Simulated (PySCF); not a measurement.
## Löwdin shares of the frontier orbitals

F₂H₂Si.
Z-matrix (Å and degrees, GFN2-xTB geometry), rows numbered from 1:
```
F 
Si  1  1.5940
F   2  1.5939  1  102.96
H   2  1.4427  1  107.95  3  -113.99
H   2  1.4429  1  107.95  3   114.01
```

Method: TDDFT wB97X-D/def2-SVPD, vertical, gas phase, core orbitals frozen in the response (PySCF 2.14.0, density-fitted response routines).

Frontier orbitals with the atoms that hold most of them (Löwdin shares over 4%, at most four atoms; ? is withheld):

```tsv
orbital	ε (eV)	atoms
LUMO+2	2.53	Si2 67%, H5 11%, H4 11%, F3 6%
LUMO+1	2.06	Si2 55%, H5 15%, H4 15%, F1 8%
LUMO	1.86	Si2 44%, H5 16%, H4 16%, F1 12%
HOMO	-12.14	?
HOMO-1	-13.97	?
HOMO-2	-14.04	F1 49%, F3 49%
HOMO-3	-14.47	F1 47%, F3 47%, Si2 6%
```

Q: Give the leading atoms of the HOMO.

A: Si2 (bonded to 2 F and 2 H) 31%; H4 (bonded to Si) 22%; H5 (bonded to Si) 22%; F3 (bonded to Si) 13%. By element: hydrogen 43%, silicon 31%, fluorine 13% or more.

Q: Give the leading atoms of the HOMO-1.

A: F1 (bonded to Si) 27%; F3 (bonded to Si) 27%; Si2 (bonded to 2 F and 2 H) 23%; H5 (bonded to Si) 11%. By element: fluorine 55%, silicon 23%, hydrogen 11% or more.

Q: The HOMO–LUMO gap is 13.99 eV. Where does the response calculation put the lowest singlet, and from which orbitals?

A: S1 is at 8.69 eV (f = 0.0000), 5.31 eV below the gap, made of HOMO→LUMO (99%). Without the coupling terms of the response equations the lowest excitation would equal the gap.

Q: One configuration dominates each of S1, S2, S4, S5, S7 and S8. Which, and how do the shares of the two leading atoms of either orbital change from the occupied to the empty one?

A: 
- S1 (8.69 eV, f 0.0000), HOMO→LUMO (99%): Si2 31% → 44%, H4 22% → 16%, H5 22% → 16%
- S2 (9.20 eV, f 0.069), HOMO→LUMO+1 (91%): Si2 31% → 55%, H4 22% → 15%, H5 22% → 15%
- S4 (10.86 eV, f 0.081), HOMO-1→LUMO (79%): F1 27% → 12%, F3 27% → at most 13%, Si2 23% → 44%, H5 11% → 16%
- S5 (10.91 eV, f 0.0023), HOMO-2→LUMO (90%): F1 49% → 12%, F3 49% → at most 13%, Si2 at most 4% → 44%, H5 at most 4% → 16%
- S7 (11.27 eV, f 0.107), HOMO-1→LUMO+1 (87%): F1 27% → 8%, F3 27% → at most 8%, Si2 23% → 55%, H5 11% → 15%
- S8 (11.37 eV, f 0.109), HOMO-2→LUMO+1 (78%): F1 49% → 8%, F3 49% → at most 8%, Si2 at most 4% → 55%, H5 at most 4% → 15%

Hardware: one thread of an x86-64 server (shared host). Cost: 4.5 s.
